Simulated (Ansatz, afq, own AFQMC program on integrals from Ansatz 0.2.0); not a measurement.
AFQMC on a folder of integrals that Ansatz 0.2.0 wrote.

```yaml
crystal:
  periodic: [false, false, false]
  atoms:
    - {symbol: B, position_ang: [-0.011188, 0.053072, 0.739506]}
    - {symbol: C, position_ang: [-0.011188, -0.098769, -0.749265]}
    - {symbol: H, position_ang: [-0.011188, 1.151614, 1.227118]}
    - {symbol: H, position_ang: [-0.011188, -0.905972, 1.454875]}
    - {symbol: H, position_ang: [0.275687, 0.362051, -1.685517]}
basis:
  gaussian: {orbitals: cc-pVDZ}
magnetization: {spin_polarized: false, initial_magnetization: 2}
correlation: {method: ccsd_t, electrons: outside_noble_gas, hamiltonian_folder: ham}
```

```sh
$ ansatz run in.yaml --threads 1 --pin off --events-out ev --progress --plain --max-ram 1382MiB
```

afq runs on the folder ham with

```
--method free --trial cisd --walkers 60 --time-step 0.03 --max-blocks 80 --target-error 0.00038 --factor-cut 1e-05 --seed 7419 --times 0,0.21,0.42,0.81,1.2,1.8,2.4,3 --taylor-order 8
```

Times are imaginary, in 1/Eh. The walk had a cap of 1573 s.

Output of the walk:

```
orbitals 41  electrons 6 4  factors 323 of 394
reference energy -64.18996178 Eh
CCSD correlation -0.20887434 Eh in 12 cycles, weight of the determinant in the CISD state 0.9025
repeat  energy at the last time / Eh  error
    10  -64.403619  0.000556
    20  -64.404808  0.000698
    30  -64.404615  0.000547
    40  -64.404345  0.000460
    50  -64.404052  0.000380
    60  -64.404226  0.000368
time / (1/Eh)  energy / Eh  error  mean overlap
  0.00  -64.398864  0.000124  1.1081
  0.21  -64.401631  0.000166  1.1055
  0.42  -64.402896  0.000192  1.1104
  0.81  -64.404032  0.000183  1.1047
  1.20  -64.403736  0.000177  1.1304
  1.80  -64.404250  0.000244  1.1451
  2.40  -64.403859  0.000208  1.1584
  3.00  -64.404139  0.000369  1.1729
energy -64.404139 +/- 0.000369 Eh
```

The run passed its tests (error under three times the target), which doesn't prove that it has relaxed.

Against this walk (error 10.0 meV) on the same determinant: CCSD(T) 20.8 meV higher, CCSDT(Q) 8.4 meV lower (within the noise). The error is statistical, and a free projection of finite length keeps a remainder of its start.

Cautions: remainder of the start not in the error; lower spins were not checked.

The walk took 9.2 min on 1 thread of AMD EPYC (Zen 3) (shared host). The log's last line is the free-projection energy.

CCSDT and higher add their correlation energy to the determinant of the CCSD(T) run, since their own runs factorise the integrals more tightly (a shift of under 2 meV).
